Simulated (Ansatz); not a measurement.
Run this with Ansatz's Python interface and show what comes out.

The script, `opt_h6npsi.py`:
```python
"""Relax the H6NPSi molecule."""

import ansatz as az
import numpy as np


def main() -> None:
    mol = (
        az.Crystal.molecule()
        .atom("Si", [-0.3764, 0.5145, -0.8146])
        .atom("N", [0.9356, -0.2183, -0.1822])
        .atom("P", [0.628, -1.1283, 1.2098])
        .atom("H", [-1.4014, -0.4304, -1.1346])
        .atom("H", [0.0034, 1.2634, -2.0697])
        .atom("H", [-0.9105, 1.5607, 0.1673])
        .atom("H", [1.7019, 0.4752, -0.0367])
        .atom("H", [-0.4101, -1.8942, 0.8011])
        .atom("H", [-0.082, -0.189, 2.0425])
    )

    base = (
        mol.calculation()
        .basis(gaussian="def2-SVP")
        .functional("PBE0")
    )
    symbols = [site.symbol for site in mol.cartesian_sites]
    start = np.array([site.position_ang for site in mol.cartesian_sites], dtype=float)
    def progress(event):
        if event["event"] == "relax_step":
            row = event["data"]
            print(f"step {row['step']:3d}  E = {row['lagrangian_ev']:.6f} eV  largest force component {row['allowed_force_max_ev_ang']:.4f} eV/A")


    report = base.relax(force_tolerance=0.02, max_steps=100).session().plan().execute(on_event=progress).report
    end = np.array(report["positions_ang"])

    print("reference energy %16.6f eV" % report["reference_energy_ev"])
    print("total energy     %16.6f eV" % report["free_energy_ev"])
    print("occupied orbitals outside the frozen core (up, down):", report["n_occupied"], " frozen:", report["n_frozen"], " virtual:", report["n_virtual"])

    print("final positions (A) and the move of each atom")
    for symbol, xyz, old in zip(symbols, end, start):
        print(f"{symbol:2s} {xyz[0]:10.5f} {xyz[1]:10.5f} {xyz[2]:10.5f}   {np.linalg.norm(xyz - old):7.4f}")


if __name__ == "__main__":
    main()
```

Running `python opt_h6npsi.py` prints:
```text
step   1  E = -18738.333158 eV  largest force component 3.4861 eV/A
step   2  E = -18738.828644 eV  largest force component 1.8660 eV/A
step   3  E = -18738.973427 eV  largest force component 0.6778 eV/A
step   4  E = -18738.983449 eV  largest force component 1.3862 eV/A
step   5  E = -18739.008693 eV  largest force component 0.6588 eV/A
step   6  E = -18739.023531 eV  largest force component 0.0609 eV/A
step   7  E = -18739.024700 eV  largest force component 0.0413 eV/A
step   8  E = -18739.025135 eV  largest force component 0.0058 eV/A
step   9  E = -18739.025377 eV  largest force component 0.0210 eV/A
step  10  E = -18739.025452 eV  largest force component 0.0170 eV/A
step  11  E = -18739.025497 eV  largest force component 0.0095 eV/A
reference energy    -18739.025522 eV
total energy        -18739.025522 eV
occupied orbitals outside the frozen core (up, down): [21, 21]  frozen: 0  virtual: [59, 59]
final positions (A) and the move of each atom
Si   -0.45824    0.67188   -0.86386    0.1841
N     0.86094   -0.08885   -0.01906    0.2212
P     0.78255   -1.09158    1.37539    0.2295
H    -1.42993   -0.34354   -1.38012    0.2620
H     0.11800    1.44054   -2.00860    0.2196
H    -1.21720    1.59984    0.03323    0.3370
H     1.80464    0.05977   -0.35786    0.5350
H    -0.27978   -1.97939    0.99614    0.2496
H    -0.09249   -0.31507    2.20765    0.2080
```

Reading the output:
- The settings weren't tested for convergence.
- The end point is the stationary point reached from this start; no frequency run checks that it is a minimum, and the basis set is modest.
- The whole script took 30 s on 1 thread of Arm Neoverse V2, on a shared host, peak memory 0.22 GiB.

(Lines on the test bed's own set-up are left out of the output.)
